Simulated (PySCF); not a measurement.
NH (triplet state).
InChI=1S/HN/h1H

Theory: PySCF 2.14.0, PBE0-D3(BJ)/def2-SVP geometry optimisation, gas phase.

Take the most abundant isotopes and a rigid rotor. 

**Question.** What are the moment of inertia and the rotational constant?

**Answer.** I = 1.030 u·Å², B = 505379 MHz·u·Å²/I = 490668 MHz (16.3669 cm⁻¹, or 23.548 K as hB/k). For two atoms I = μr² with μ = 0.9402 u and r = 1.0467 Å.

**Question.** List the first levels of a rigid rotor in a Σ state.

**Answer.** E(J) = BJ(J+1): J = 1: 32.734, J = 2: 98.202, J = 3: 196.403, J = 4: 327.339, J = 5: 491.008, J = 6: 687.411 cm⁻¹. For this open shell read J as N, the rotation without spin; fine and hyperfine splittings come on top.

**Question.** Where do the first rotational lines fall?

**Answer.** The dipole is 1.60 D; J+1 ← J lies at 2B(J+1): 1 ← 0 at 981.34 GHz, 2 ← 1 at 1962.67 GHz, 3 ← 2 at 2944.01 GHz, 4 ← 3 at 3925.35 GHz, 5 ← 4 at 4906.68 GHz, 6 ← 5 at 5888.02 GHz.

Stationary, but not proved a minimum. ⟨S²⟩ = 2.006 (exact for a triplet: 2.00). Zero-point vibration and centrifugal distortion are left out.
